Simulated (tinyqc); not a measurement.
Inside a calculation. Method: ROHF in the sto-3g basis, for NH, spin multiplicity 3. This run ends on a higher stationary point, not on the lowest solution. One step of it, computed by the program tinyqc.

Problem. Iteration 2: Roothaan effective Fock matrix. With projectors Pc = D(beta) S, Po = (D(alpha) - D(beta)) S, Pv = 1 - D(alpha) S, the block xy is Px^T F Py; with Fc = (F(alpha) + F(beta))/2, the blocks are Fc for cc, oo, vv and cv, F(beta) for co and F(alpha) for ov.

F(alpha) (hartree), order 1N 1s, 1N 2s, 1N 2px, 1N 2py, 1N 2pz, 2H 1s:
```
[[-15.929370, -4.036558, 0.000000, 0.000000, 0.006108, -0.137215],
 [-4.036558, -2.266184, 0.000000, 0.000000, 0.055852, -0.188398],
 [0.000000, 0.000000, -0.651536, -0.272083, 0.000000, 0.000000],
 [0.000000, 0.000000, -0.272083, -0.315712, 0.000000, 0.000000],
 [0.006108, 0.055852, 0.000000, 0.000000, -0.781984, -0.135012],
 [-0.137215, -0.188398, 0.000000, 0.000000, -0.135012, -0.026668]]
```

F(beta) (hartree), order 1N 1s, 1N 2s, 1N 2px, 1N 2py, 1N 2pz, 2H 1s:
```
[[-15.888776, -3.974209, 0.000000, 0.000000, 0.005365, -0.135271],
 [-3.974209, -1.970108, 0.000000, 0.000000, 0.019206, -0.177651],
 [0.000000, 0.000000, -0.022898, 0.034992, 0.000000, 0.000000],
 [0.000000, 0.000000, 0.034992, -0.066087, 0.000000, 0.000000],
 [0.005365, 0.019206, 0.000000, 0.000000, -0.074807, -0.176875],
 [-0.135271, -0.177651, 0.000000, 0.000000, -0.176875, 0.057177]]
```

D(alpha) after iteration 1, order 1N 1s, 1N 2s, 1N 2px, 1N 2py, 1N 2pz, 2H 1s:
```
[[1.058980, -0.251702, 0.000000, 0.000000, -0.003254, 0.022928],
 [-0.251702, 1.075303, 0.000000, 0.000000, 0.018749, -0.132101],
 [0.000000, 0.000000, 0.762589, 0.425496, 0.000000, 0.000000],
 [0.000000, 0.000000, 0.425496, 0.237411, 0.000000, 0.000000],
 [-0.003254, 0.018749, 0.000000, 0.000000, 1.020887, -0.147161],
 [0.022928, -0.132101, 0.000000, 0.000000, -0.147161, 1.036851]]
```

D(beta) after iteration 1, order 1N 1s, 1N 2s, 1N 2px, 1N 2py, 1N 2pz, 2H 1s:
```
[[1.058954, -0.251666, 0.000000, 0.000000, -0.008238, 0.025041],
 [-0.251666, 1.075254, 0.000000, 0.000000, 0.025591, -0.135002],
 [0.000000, 0.000000, 0.000000, 0.000000, 0.000000, 0.000000],
 [0.000000, 0.000000, 0.000000, 0.000000, 0.000000, 0.000000],
 [-0.008238, 0.025591, 0.000000, 0.000000, 0.077637, 0.252722],
 [0.025041, -0.135002, 0.000000, 0.000000, 0.252722, 0.867324]]
```

overlap S, order 1N 1s, 1N 2s, 1N 2px, 1N 2py, 1N 2pz, 2H 1s:
```
[[1.000000, 0.235038, 0.000000, 0.000000, 0.000000, 0.007832],
 [0.235038, 1.000000, 0.000000, 0.000000, 0.000000, 0.122209],
 [0.000000, 0.000000, 1.000000, 0.000000, 0.000000, 0.000000],
 [0.000000, 0.000000, 0.000000, 1.000000, 0.000000, 0.000000],
 [0.000000, 0.000000, 0.000000, 0.000000, 1.000000, 0.141930],
 [0.007832, 0.122209, 0.000000, 0.000000, 0.141930, 1.000000]]
```

Give: effective F.

Solution.

effective F (hartree), order 1N 1s, 1N 2s, 1N 2px, 1N 2py, 1N 2pz, 2H 1s:
```
[[-15.9091, -4.0053, 0.0000, 0.0000, 0.0049, -0.1360],
 [-4.0053, -2.1181, 0.0000, 0.0000, 0.0353, -0.1862],
 [0.0000, 0.0000, -0.3372, -0.1185, 0.0000, 0.0000],
 [0.0000, 0.0000, -0.1185, -0.1909, 0.0000, 0.0000],
 [0.0049, 0.0353, 0.0000, 0.0000, -0.3815, -0.1077],
 [-0.1360, -0.1862, 0.0000, 0.0000, -0.1077, -0.0181]]
```
